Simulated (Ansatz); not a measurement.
# NaO+ (triplet): from Hartree-Fock to the top rungs at distance O1–Na2 = 2.820 Å, cc-pVDZ

How much of the correlation energy of NaO+ (triplet) does each wave-function method recover here?

Program: Ansatz 0.2.0, Gaussian basis. Level of theory: cc-pVDZ, core rule «outside noble gas», up to 6 orbitals frozen. These are calculated values, not measurements.

The runs, in order: UHF; CCSD(T) on ROHF; CCSD(T) on UHF; BCCD(T) on ROHF; CISD as a restricted active space (open shells left free, so some higher excitations enter); CCSDT(Q) on ROHF; CCSDT(Q) on UHF; CASSCF and MRCISD+Q, 4 electrons in 4 orbitals; CASSCF and NEVPT2, 4 electrons in 4 orbitals; Full CI.

79 further runs of the same task are left out: 65 for a known fault of the program, 11 that didn't finish, 3 set aside as unsound or not needed. Runs told in other sessions of the task aren't counted.

**1. The system**

The geometry derives from a PBE0/def2-TZVP stationary point (not a proven minimum). One bond is set to the value named and the two fragments are kept rigid.

2 atoms, charge 1, spin multiplicity 3.

Atoms are counted from 1 here; the program's logs count them from 0.

Bond lengths: O1–Na2 2.820 Å.

**2. UHF**

in.yaml

```yaml
crystal:
  periodic: [false, false, false]
  atoms:
    - {symbol: O, position_ang: [0.000000, 0.000000, 0.000000]}
    - {symbol: Na, position_ang: [0.000000, 0.000000, 2.820000]}
basis:
  gaussian: {orbitals: cc-pVDZ}
total_charge: 1
magnetization: {spin_polarized: true, initial_magnetization: 2}
hamiltonian: {xc: hf}
output: {orbitals: {seedname: orbitals}}
```

Launch:

```bash
$ ansatz run in.yaml --threads 1 --pin off --events-out ev --progress --plain --max-ram 2393MiB
```

The runs that follow: CCSD(T) on ROHF; CCSD(T) on UHF; BCCD(T) on ROHF; CISD as a restricted active space (open shells left free, so some higher excitations enter); CCSDT(Q) on ROHF; CCSDT(Q) on UHF; CASSCF and MRCISD+Q, 4 electrons in 4 orbitals; CASSCF and NEVPT2, 4 electrons in 4 orbitals; Full CI.

Q: Predict the results of all the runs planned. Wanted: FCI from the RHF energy; RMP2 from FCI; UMP2 from FCI; RCCSD from FCI; RCCSD(T) from FCI; UCCSD(T) from FCI; RCCSDT(Q) from FCI; UCCSDT(Q) from FCI; NEVPT2 pair from FCI.

As calculated:

| quantity | value |
| --- | --- |
| FCI from the ROHF energy | -3.4231 eV |
| RMP2 from FCI | +10.67 kcal/mol |
| UMP2 from FCI | +10.48 kcal/mol |
| RCCSD from FCI | +0.78 kcal/mol |
| RCCSD(T) from FCI | +0.14 kcal/mol |
| UCCSD(T) from FCI | +0.11 kcal/mol |
| RCCSDT(Q) from FCI | -0.01 kcal/mol |
| UCCSDT(Q) from FCI | -0.04 kcal/mol |
| NEVPT2 pair from FCI | +8.49 kcal/mol |
| MRCISD+Q pair from FCI | -0.25 kcal/mol |
| levels within 1 kcal/mol (43 meV) | RCCSD, UCCSD, RCCSD(T), UCCSD(T), BCCD(T), RCCSDT, UCCSDT, RCCSDT(Q), UCCSDT(Q), MRCISD+Q pair |
| T1 diagnostic | 0.017 |
| effectively unpaired electrons | 2.01 |

**Reading.** RCCSD(T) misses by +0.14 kcal/mol, 0.2 % of the correlation energy. MRCISD+Q pair falls below full CI: the +Q correction isn't variational, and the cores differ from full CI's. One determinant dominates. Of the multireference levels listed MRCISD+Q pair comes nearest in total energy (-0.25 kcal/mol), which doesn't show that its space is the better one. These misses are within one basis, not against nature; the frozen cores of restricted and unrestricted runs differ, which can shift their rows.

Levels on UHF freeze UHF's core orbitals, full CI those of ROHF, so the U rows can settle a little off it for that reason alone.

With open shells the CI space here admits some higher excitations, so it is larger than plain CISD.
